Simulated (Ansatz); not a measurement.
System: KBiP₂Se₆ (P2₁/c, No. 14; cell taken from a computed entry). Method: r²SCAN in Ansatz (plane waves, PAW).

Settings: plane-wave cutoff 560 eV, 4×6×4 k mesh (along the axes of the cell as run), Fermi–Dirac smearing 0.01 eV, scalar-relativistic PAW data made under PBE.

Cell (relaxed with PBEsol):

```cif
data_Bi4K4P8Se24
_chemical_formula_sum 'K4 Bi4 P8 Se24'
_space_group_name_H-M_alt 'P 1'
_space_group_IT_number 1
_cell_length_a 12.31887
_cell_length_b 7.48795
_cell_length_c 12.35209
_cell_angle_alpha 90.000
_cell_angle_beta 110.763
_cell_angle_gamma 90.000
loop_
_space_group_symop_operation_xyz
  'x, y, z'
loop_
_atom_site_label
_atom_site_type_symbol
_atom_site_fract_x
_atom_site_fract_y
_atom_site_fract_z
_atom_site_occupancy
K1 K 0.41037 0.41999 0.13272 1
K2 K 0.58963 0.58001 0.86728 1
K3 K 0.58963 0.91999 0.36728 1
K4 K 0.41037 0.08001 0.63272 1
Bi1 Bi 0.88414 0.35558 0.66425 1
Bi2 Bi 0.11586 0.64442 0.33575 1
Bi3 Bi 0.11586 0.85558 0.83575 1
Bi4 Bi 0.88414 0.14442 0.16425 1
P1 P 0.23614 0.90740 0.18228 1
P2 P 0.76386 0.09260 0.81772 1
P3 P 0.76386 0.40740 0.31772 1
P4 P 0.23614 0.59260 0.68228 1
P5 P 0.23553 0.36736 0.80284 1
P6 P 0.76447 0.63264 0.19716 1
P7 P 0.76447 0.86736 0.69716 1
P8 P 0.23553 0.13264 0.30284 1
Se1 Se 0.16194 0.49002 0.92572 1
Se2 Se 0.83806 0.50998 0.07428 1
Se3 Se 0.83806 0.99002 0.57428 1
Se4 Se 0.16194 0.00998 0.42572 1
Se5 Se 0.59161 0.75721 0.61971 1
Se6 Se 0.40839 0.24279 0.38029 1
Se7 Se 0.40839 0.25721 0.88029 1
Se8 Se 0.59161 0.74279 0.11971 1
Se9 Se 0.66531 0.30342 0.69842 1
Se10 Se 0.33469 0.69658 0.30158 1
Se11 Se 0.33469 0.80342 0.80158 1
Se12 Se 0.66531 0.19658 0.19842 1
Se13 Se 0.88748 0.67605 0.81560 1
Se14 Se 0.11252 0.32395 0.18440 1
Se15 Se 0.11252 0.17605 0.68440 1
Se16 Se 0.88748 0.82395 0.31560 1
Se17 Se 0.30699 0.49663 0.55457 1
Se18 Se 0.69301 0.50337 0.44543 1
Se19 Se 0.69301 0.99663 0.94543 1
Se20 Se 0.30699 0.00337 0.05457 1
Se21 Se 0.94720 0.18776 0.88826 1
Se22 Se 0.05280 0.81224 0.11174 1
Se23 Se 0.05280 0.68776 0.61174 1
Se24 Se 0.94720 0.31224 0.38826 1
```

### Question
What does this level give for the band gap, smallest direct gap on the k points sampled and direct gap at Γ?

### Answer

* **band gap**: 1.87 eV
* **smallest direct gap on the k points sampled**: 1.91 eV
* **direct gap at Γ**: 1.97 eV

Note: cell and atoms aren't relaxed at this level (largest force component 0.22 eV/Å, pressure 1.0 GPa).

Spin–orbit coupling is not included; with these elements it can move the gap by several tenths of an eV or more.

Static lattice: no zero-point or thermal effects.

Ansatz is a first-principles code.
